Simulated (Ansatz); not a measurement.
For rock-salt PbTe, r²SCAN+rVV10 in Ansatz (plane waves, PAW) gives:

| Quantity | Result |
|---|---|
| equilibrium lattice constant a | 6.491 Å |
| formation enthalpy | -0.487 eV/atom |

Question: What does HSE06 in Ansatz (PAW) give for the same quantities?

Answer: 
- lattice constant a: 6.518 Å (rises by 0.4 %)
- formation enthalpy: -0.469 eV/atom (moves by +0.018 eV/atom)

For comparison: lattice constant a 6.438 Å (measured, 120 K, not corrected to a static lattice; as tabulated in Noda, Masumoto, Ohba, Saito, Toriumi, Iwata, Shibuya, Acta Cryst. C 43, 1443 …); formation enthalpy -0.366 eV/atom (measured, 298 K, copied from a table, unchecked, not corrected to a static lattice; as tabulated in the CRC Handbook).

Changes are worked out from the printed values.

Unless a cell is named, each level is at its own relaxed cell (r²SCAN+rVV10 34.18, HSE06 34.61 Å³/atom).

Levels without +SOC leave out spin–orbit coupling, which shifts energies and cells of such heavy elements.

Caveats: exact exchange on metals is sensitive to the k mesh and can open a false gap (HSE06). Ansatz's density-functional and Hartree–Fock values are scalar-relativistic unless marked +SOC, with PAW data made under PBE.

Ansatz is a quantum-chemistry and plane-wave program.
